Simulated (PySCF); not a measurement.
# Deuteron quadrupole couplings in `C=C[P-]CCC`

C₅H₁₀P (charge -1).
Cartesian coordinates in Å at the GFN2-xTB level; atoms count from 1:
```xyz
16
C5H10P angstrom
C      2.4391   -0.0094    0.8510
C      2.0407    0.9047   -0.0511
P      0.6710    0.9891   -1.1505
C     -0.2207   -0.6111   -0.7375
C     -1.0398   -0.5684    0.5503
C     -2.2016    0.4062    0.4347
H      3.3490    0.1342    1.4219
H      1.9023   -0.9233    1.0454
H      2.6627    1.7920   -0.1740
H     -0.8830   -0.8231   -1.5855
H      0.5197   -1.4161   -0.6893
H     -1.4165   -1.5748    0.7857
H     -0.3882   -0.2504    1.3666
H     -2.7161    0.5324    1.3887
H     -1.8059    1.3660    0.1084
H     -2.9204    0.0609   -0.3087
```

Level: PBE0/pcSseg-1 (PySCF, non-relativistic); Q(2H) = 0.00286 b; rigid geometry, the same for H and D, with no vibrational averaging.

Task: Rank these positions by the coupling χzz of a deuteron there, largest first.
A. H8 (vinylic hydrogen)
B. H11 (methylene hydrogen)
C. H7 (vinylic hydrogen)
D. H14 (methyl hydrogen)
E. H15 (methyl hydrogen)

Result: A (236 kHz), C (230 kHz), D (213 kHz), B (208 kHz), E (204 kHz).

Task: Give the electric field gradient Vzz (the principal value of largest size), its asymmetry and the 2H coupling at each hydrogen.

Result: 
| atom | bonded to | bond length (Å) | Vzz (au) | η | χzz (kHz) |
| --- | --- | --- | --- | --- | --- |
| H7 | C1 | 1.084 | 0.3429 | 0.12 | 230 |
| H8 | C1 | 1.078 | 0.3519 | 0.11 | 236 |
| H9 | C2 | 1.090 | 0.3227 | 0.05 | 217 |
| H10 | C4 | 1.097 | 0.3091 | 0.03 | 208 |
| H11 | C4 | 1.095 | 0.3101 | 0.04 | 208 |
| H12 | C5 | 1.100 | 0.2992 | 0.02 | 201 |
| H13 | C5 | 1.092 | 0.3031 | 0.02 | 204 |
| H14 | C6 | 1.091 | 0.3177 | 0.02 | 213 |
| H15 | C6 | 1.088 | 0.3034 | 0.01 | 204 |
| H16 | C6 | 1.090 | 0.3176 | 0.02 | 213 |

Task: How does χzz go with the bond length over the 10 C–H bonds?

Result: A straight-line fit has a slope of -15.7 kHz for each 0.01 Å, with a correlation coefficient of -0.86, over lengths from 1.078 to 1.100 Å. The longer bonds have the smaller couplings here.

Task: A static deuteron (I = 1) shows a doublet split by (3/2)χ, (3/4)χ(1 + η) and (3/4)χ(1 − η) with the field along z, y and x of the gradient. What are these for H13?

Result: With |χ| = 203.7 kHz and η = 0.023: 306, 156 and 149 kHz, to first order and without motion.

Isolated species at its GFN2-xTB geometry (one conformer only). The pcSseg-1 basis has no diffuse functions, a weakness for an anion. The HOMO energy is positive at this level (+0.80 eV), so the outermost electrons may be held by the finite basis alone. GFN2-xTB bond lengths can be off by several hundredths of an ångström, more for odd bonds, and the gradients follow them. A larger basis could move these couplings by a tenth or more.
